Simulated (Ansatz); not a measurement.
**Pressure series in GaAs**

Start from GaAs in the zinc blende structure (space group F-43m, No. 216; a = 5.667 Å).

Cell and atoms are relaxed at each pressure.

All numbers come from r2SCAN in Ansatz (plane waves to 500 eV, PAW, no spin-orbit coupling).

| P (GPa) | V (Å³/atom) |
|---|---|
| -1.99 | 23.427 |
| -0.99 | 23.071 |
| 0.90 | 22.473 |
| 2.10 | 22.135 |
| 4.50 | 21.532 |
| 8.98 | 20.601 |
| 14.99 | 19.614 |
| 22.49 | 18.648 |
| 29.99 | 17.870 |

A third-order Birch–Murnaghan fit to these points gives V₀ = 22.75 Å³/atom, B₀ = 73 GPa and B₀′ = 4.4. At pressure 30 GPa the volume is 78.6 % of V₀.

Measured bulk modulus of GaAs: 76.7 GPa (static lattice; corrected from measurement; as listed in Daniel Mejia-Rodriguez, S. B. Trickey, Phys. Rev. B (2018)); the computed value is 5 % below it.

Between the base and pressure 4.5 GPa the gap moves from 0.96 eV to 1.41 eV, a mean slope of 100 meV/GPa.

Load acts through the strain it causes; cell and atoms are relaxed under it. Stability against distortions was not tested. Measured, GaAs leaves this structure (for a Cmcm phase) near 15 GPa (room temperature; as listed in arXiv:1906.07825).

Ansatz is a quantum-chemistry and plane-wave program.
